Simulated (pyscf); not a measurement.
Single points on ωB97X-D3(BJ)/def2-SVP structures (PySCF, gas phase).

SMILES: [O](C(C)(C)C)[Na]
```xyz
15

C     -1.0829     0.9027     1.0283
C     -0.0799    -0.1414     0.4941
C     -0.8528    -1.2088    -0.3088
C      0.9182     0.5639    -0.4482
O      0.5913    -0.7298     1.5391
Na     1.5446    -1.5663     3.0162
H     -1.7986     0.4106     1.7076
H     -0.5414     1.6714     1.6043
H     -1.6506     1.4029     0.2243
H     -1.5649    -1.7247     0.3565
H     -1.4137    -0.7834    -1.1593
H     -0.1456    -1.9603    -0.6975
H      1.4800     1.3267     0.1160
H      1.6412    -0.1728    -0.8360
H      0.4252     1.0550    -1.3055
```

### Question
How much does it cost (ΔH, 298 K, ωB97M-D3(BJ)/def2-TZVP) to split H₃C–C(CH₃)(CH₃)–O–Na (SMILES CC(C)(C)[O][Na]) at its C–O bond into H₃C–C•(CH₃)–CH₃ + •O–Na?

### Answer
C–O to H₃C–C•(CH₃)–CH₃ + •O–Na: 95.0 kcal/mol. The 7 functionals that were run give +90.0 (B3LYP-D3(BJ)) to +98.4 kcal/mol (M06-2X). Other isomers of H₃C–C•(CH₃)–CH₃ were not searched in full and may lie lower. The term symbol of open-shell •O–Na was not checked; spin-orbit terms are left out.
